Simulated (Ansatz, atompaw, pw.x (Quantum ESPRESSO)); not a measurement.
# What a changed setting does to a pw.x run (fcc Ti)

Potential: PAW, atompaw 4.2.0.5, PBEsol; core [Ne], reference 3s2 3p6 3d2.5 4s1.5 4p0; waves: 3s (bound): rc 1.45 bohr; 4s (bound): rc 2.80 bohr; 3p (bound): rc 1.70 bohr; 4p (bound, empty): rc 2.80 bohr; 3d (bound): rc 2.80 bohr; 3d channel at 0.65 Ry: rc 2.80 bohr; local part: bessel scheme, radius 1.95 bohr; core correction: smooth core density matched at 1.80 bohr; augmentation: sinc compensation charge, radius 2.15 bohr; PAW radius 2.80 bohr; waves and projectors: custom rrkj gramschmidtortho.

The reference run (k-mesh 14³, cutoffs 60/600 Ry, Fermi–Dirac 0.01 Ry, mixing_beta 0.4, conv_thr 1e-9, no spin) gives 0.31 GPa at 16.843 Å³/atom, where all-electron LAPW gives -0.56 GPa. This run, with its own iteration cap, changes degauss to 0.005.

```
&control
  calculation='scf', prefix='x', pseudo_dir='./', outdir='./tmp', tstress=.true., disk_io='none'
/
&system
  ibrav=0, nat=1, ntyp=1, ecutwfc=60, ecutrho=600, nbnd=14,
  occupations='smearing', smearing='fd', degauss=0.005
/
&electrons
  conv_thr=1e-09, mixing_beta=0.4, electron_maxstep=60
/
ATOMIC_SPECIES
Ti 1.0 Ti.UPF
CELL_PARAMETERS angstrom
  0.00000000 2.03452556 2.03452556
  2.03452556 0.00000000 2.03452556
  2.03452556 2.03452556 0.00000000
ATOMIC_POSITIONS crystal
Ti 0.0000 0.0000 0.0000
K_POINTS automatic
14 14 14 0 0 0
```

```bash
pw.x < Ti.scf.in > Ti.scf.out
```

Problem. How does the run end?

Solution. It converges in 8 iterations; the free energy moves by +38.7 meV/atom and the pressure by -0.47 GPa. In a metal, with Fermi–Dirac smearing, F lies below its zero-width value by a term in the square of the width.

```
Message from routine setup:
     using ibrav=0 with symmetry is DISCOURAGED, use correct ibrav instead
     lattice parameter (alat)  =       5.4372  a.u.
     unit-cell volume          =     113.6622 (a.u.)^3
     number of electrons       =        12.00
     number of Kohn-Sham states=           14
     kinetic-energy cutoff     =      60.0000  Ry
     charge density cutoff     =     600.0000  Ry
     scf convergence threshold =      1.0E-09
     Exchange-correlation= SLA PW PSX PSC
     number of k points=   104  Fermi-Dirac smearing, width (Ry)=  0.0050
     iteration #  1     ecut=    60.00 Ry     beta= 0.40
     total energy              =    -181.72750274 Ry
     estimated scf accuracy    <       0.20018436 Ry
     iteration #  2     ecut=    60.00 Ry     beta= 0.40
     total energy              =    -181.76612679 Ry
     estimated scf accuracy    <       0.00148614 Ry
     iteration #  3     ecut=    60.00 Ry     beta= 0.40
     total energy              =    -181.76632408 Ry
     estimated scf accuracy    <       0.00025804 Ry
     [... 2 iterations left out ...]
     iteration #  6     ecut=    60.00 Ry     beta= 0.40
     total energy              =    -181.76633320 Ry
     estimated scf accuracy    <       0.00000024 Ry
     iteration #  7     ecut=    60.00 Ry     beta= 0.40
     total energy              =    -181.76633326 Ry
     estimated scf accuracy    <          1.1E-09 Ry
     iteration #  8     ecut=    60.00 Ry     beta= 0.40
     the Fermi energy is    13.7139 ev
!    total energy              =    -181.76633326 Ry
     estimated scf accuracy    <          1.1E-10 Ry
     smearing contrib. (-TS)   =      -0.00195847 Ry
     The total energy is F=E-TS. E is the sum of the following terms:
     one-electron contribution =     -37.83984346 Ry
     hartree contribution      =      23.56851627 Ry
     xc contribution           =     -14.18120919 Ry
     ewald contribution        =     -85.86116057 Ry
     one-center paw contrib.   =     -67.45067786 Ry
     convergence has been achieved in   8 iterations
          total   stress  (Ry/bohr**3)                   (kbar)     P=       -1.65
     Message from routine punch:
     Nothing written, as per user request (disk_io='none')
```

The run took about 14 s on one core of a shared host (Intel(R) Xeon(R) 6975P-C, 192 threads, 744 GiB, load 57).
